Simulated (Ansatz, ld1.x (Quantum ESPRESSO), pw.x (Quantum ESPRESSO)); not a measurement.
# From atom to crystal: TM potential for lead

- Element: lead (Pb)
- Generator: ld1.x (Quantum ESPRESSO) 7.5
- Type: norm-conserving Troullier–Martins (Kleinman–Bylander form)
- Functional: PBEsol
- Relativity: scalar-relativistic
- Frozen core: [Xe] 4f14 5d10
- Valence charge: 4
- Reference configuration: 6s2 6p2
- Partial waves: 6s (bound): rc 1.65 bohr; 6d channel at 0.05 Ry: rc 1.90 bohr; 6p (bound): rc 2.40 bohr
- Local potential: the p channel
- Core correction: none

Crystal test: fcc Pb in pw.x 7.5, no spin, 12³ k-points, Fermi–Dirac smearing 0.01 Ry, cutoffs 110/440 Ry. The lattice is a test structure that the element need not adopt, and mesh and smearing are coarse.

pw.x input:

```
&control
  calculation='scf', prefix='x', pseudo_dir='./', outdir='./tmp', tstress=.true., disk_io='low'
/
&system
  ibrav=0, nat=1, ntyp=1, ecutwfc=110, ecutrho=440, nbnd=9,
  occupations='smearing', smearing='fd', degauss=0.01
/
&electrons
  conv_thr=1e-09, mixing_beta=0.4, electron_maxstep=70
/
ATOMIC_SPECIES
Pb 1.0 Pb.UPF
CELL_PARAMETERS angstrom
  0.00000000 2.46859378 2.46859378
  2.46859378 0.00000000 2.46859378
  2.46859378 2.46859378 0.00000000
ATOMIC_POSITIONS crystal
Pb 0.0000 0.0000 0.0000
K_POINTS automatic
12 12 12 0 0 0
```

```bash
pw.x < Pb.scf.in > Pb.scf.out
```

Question: How does the run end?

Answer: It converges; the pressure is -9.98 GPa against 0.13 GPa from all-electron LAPW. This is a poor potential for the solid. The log shows:

```
Message from routine setup:
     using ibrav=0 with symmetry is DISCOURAGED, use correct ibrav instead
     lattice parameter (alat)  =       6.5973  a.u.
     unit-cell volume          =     203.0371 (a.u.)^3
     number of electrons       =         4.00
     number of Kohn-Sham states=            9
     kinetic-energy cutoff     =     110.0000  Ry
     charge density cutoff     =     440.0000  Ry
     scf convergence threshold =      1.0E-09
     Exchange-correlation= PBESOL
     number of k points=    72  Fermi-Dirac smearing, width (Ry)=  0.0100
     iteration #  1     ecut=   110.00 Ry     beta= 0.40
     total energy              =      -7.25966430 Ry
     estimated scf accuracy    <       0.00260903 Ry
     iteration #  2     ecut=   110.00 Ry     beta= 0.40
     total energy              =      -7.25942937 Ry
     estimated scf accuracy    <       0.00080236 Ry
     iteration #  3     ecut=   110.00 Ry     beta= 0.40
     total energy              =      -7.25945991 Ry
     estimated scf accuracy    <       0.00000137 Ry
     iteration #  4     ecut=   110.00 Ry     beta= 0.40
     total energy              =      -7.25946023 Ry
     estimated scf accuracy    <       0.00000001 Ry
     iteration #  5     ecut=   110.00 Ry     beta= 0.40
     total energy              =      -7.25946023 Ry
     estimated scf accuracy    <          2.3E-09 Ry
     iteration #  6     ecut=   110.00 Ry     beta= 0.40
     the Fermi energy is     5.1859 ev
!    total energy              =      -7.25946023 Ry
     estimated scf accuracy    <          4.4E-11 Ry
     smearing contrib. (-TS)   =      -0.00324887 Ry
     The total energy is F=E-TS. E is the sum of the following terms:
     one-electron contribution =       2.51737197 Ry
     hartree contribution      =       0.07929042 Ry
     xc contribution           =      -1.99024509 Ry
     ewald contribution        =      -7.86262866 Ry
     convergence has been achieved in   6 iterations
          total   stress  (Ry/bohr**3)                   (kbar)     P=      -99.78
```
